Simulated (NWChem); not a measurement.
Everything below was run with NWChem. System: O3, charge 0, spin multiplicity 1, displaced from the optimised geometry.

Input file:

```
start mol
memory heap 100 mb stack 700 mb global 1900 mb
geometry units angstroms nocenter noautoz noautosym
  O     -2.121334     0.000000    -0.840791
  O      0.000000     0.000000     0.420396
  O      1.060667     0.000000    -0.210198
end
basis spherical
  * library cc-pvdz
end
scf
  rhf
  nopen 0
  maxiter 100
  thresh 1e-7
  semidirect memsize 60000000 filesize 0
end
ccsd
  freeze core 3
  maxiter 60
end
task ccsd(t) energy
```

The output up to the point where the run's verdict is printed (cleaned and shortened):

```
             Northwest Computational Chemistry Package (NWChem) 7.3.0
             --------------------------------------------------------

                                NWChem Input Module
                                -------------------

 Scaling coordinates for geometry "geometry" by  1.889725989
 (inverse scale =  0.529177249)

                             Geometry "geometry" -> ""
                             -------------------------

 Output coordinates in angstroms (scale by  1.889725989 to convert to a.u.)

  No.       Tag          Charge          X              Y              Z
 ---- ---------------- ---------- -------------- -------------- --------------
    1 O                    8.0000    -2.12133400     0.00000000    -0.84079100
    2 O                    8.0000     0.00000000     0.00000000     0.42039600
    3 O                    8.0000     1.06066700     0.00000000    -0.21019800

 Effective nuclear repulsion energy (a.u.)      51.6093874371

            Nuclear Dipole moment (a.u.)
            ----------------------------
        X                 Y               Z
 ---------------- ---------------- ----------------
   -16.0349599610     0.0000000000    -9.5331838425


 Summary of "ao basis" -> "" (spherical)
 ------------------------------------------------------------------------------
       Tag                 Description            Shells   Functions and Types
 ---------------- ------------------------------  ------  ---------------------
 *                          cc-pvdz                   on all atoms

 Summary of "ao basis" -> "ao basis" (spherical)
 ------------------------------------------------------------------------------
       Tag                 Description            Shells   Functions and Types
 ---------------- ------------------------------  ------  ---------------------
 O                          cc-pvdz                  6       14   3s2p1d

                                 NWChem SCF Module
                                 -----------------

  ao basis        = "ao basis"
  functions       =    42
  atoms           =     3
[...]
  29     -0.5410054528  1.013D-06  9.035D-05     0.33     0.00     0.31
  30     -0.5410044765  9.763D-07  1.010D-04     0.33     0.00     0.31
  31     -0.5410033560  1.120D-06  1.000D-04     0.33     0.00     0.31
  32     -0.5410029294  4.266D-07  1.215D-04     0.32     0.00     0.30
  33     -0.5410028375  9.191D-08  1.133D-04     0.31     0.00     0.29
  34     -0.5410028415 -4.002D-09  1.150D-04     0.31     0.00     0.29
  35     -0.5410035357 -6.942D-07  1.100D-04     0.37     0.00     0.35
  36     -0.5410039050 -3.692D-07  1.084D-04     0.31     0.00     0.30
  37     -0.5410046600 -7.551D-07  9.622D-05     0.31     0.00     0.29
  38     -0.5410055169 -8.569D-07  1.040D-04     0.31     0.00     0.29
  39     -0.5410062940 -7.771D-07  9.126D-05     0.31     0.00     0.29
  40     -0.5410069282 -6.342D-07  8.810D-05     0.31     0.00     0.29
  41     -0.5410067570  1.712D-07  8.909D-05     0.31     0.00     0.30
  42     -0.5410067914 -3.435D-08  8.898D-05     0.31     0.00     0.30
  43     -0.5410066436  1.477D-07  9.295D-05     0.31     0.00     0.29
  44     -0.5410072454 -6.018D-07  9.790D-05     0.31     0.00     0.30
  45     -0.5410084955 -1.250D-06  8.113D-05     0.31     0.00     0.30
  46     -0.5410083511  1.443D-07  7.986D-05     0.31     0.00     0.29
  47     -0.5410081666  1.845D-07  8.037D-05     0.31     0.00     0.29
  48     -0.5410085848 -4.182D-07  7.418D-05     0.31     0.00     0.29
  49     -0.5410081329  4.519D-07  7.805D-05     0.38     0.00     0.36
  50     -0.5410083725 -2.396D-07  7.955D-05     0.31     0.00     0.29
  51     -0.5410087265 -3.540D-07  8.358D-05     0.32     0.00     0.30
  52     -0.5410087871 -6.063D-08  9.359D-05     0.31     0.00     0.30
  53     -0.5410081234  6.637D-07  8.372D-05     0.31     0.00     0.29
  54     -0.5410079312  1.922D-07  9.590D-05     0.31     0.00     0.30
  55     -0.5410089182 -9.870D-07  9.730D-05     0.32     0.00     0.30
  56     -0.5410081302  7.879D-07  9.772D-05     0.31     0.00     0.30
  57     -0.5410079701  1.601D-07  9.347D-05     0.31     0.00     0.29
  58     -0.5410079758 -5.662D-09  9.084D-05     0.35     0.00     0.33
  59     -0.5410082512 -2.754D-07  8.272D-05     0.34     0.00     0.33
  60     -0.5410085962 -3.449D-07  9.966D-05     0.34     0.00     0.33
                  ****maximum iterations exceeded****
-------------------------------------------------------------------------

 -----------
 CCSD Energy
 -----------
 Reference energy:            -224.206906394561145
 CCSD corr. energy:             -0.541008596186038
 Total CCSD energy:           -224.747914990747176

 --------------------------------
 Spin Component Scaled (SCS) CCSD
 --------------------------------
 Same spin contribution:                 -0.106382377932068
 Same spin scaling factor:                1.130000000000000
 Opposite spin contribution:             -0.434626218253970
 Opposite spin scaling fact.:             1.270000000000000
 SCS-CCSD correlation energy:            -0.672187384245779
 Total SCS-CCSD energy:                -224.879093778806919

 routine      calls  cpu(0)   cpu-min  cpu-ave  cpu-max   i/o
 aoccsd          1     0.00     0.00     0.00     0.00    0.00
 iterdrv         1     0.02     0.02     0.02     0.02    0.00
 pampt          60     0.09     0.09     0.09     0.09    0.00
 t2pm           60     0.14     0.14     0.14     0.14    0.00
 sxy            60     0.19     0.19     0.19     0.19    0.00
 ints      1718940    16.88    16.88    16.88    16.88    0.00
 t2eri       10260     1.83     1.83     1.83     1.83    0.00
 idx2        10260     0.46     0.46     0.46     0.46    0.00
 idx34          60     0.08     0.08     0.08     0.08    0.00
 ht2pm          60     0.18     0.18     0.18     0.18    0.00
 itm            60     0.72     0.72     0.72     0.72    0.00
 pdiis          60     0.03     0.03     0.03     0.03    0.00
 Total                20.63    20.63    20.63    20.63    0.00
```

The run crashed. NWChem stopped with the message: ccsd(t) energy failed.
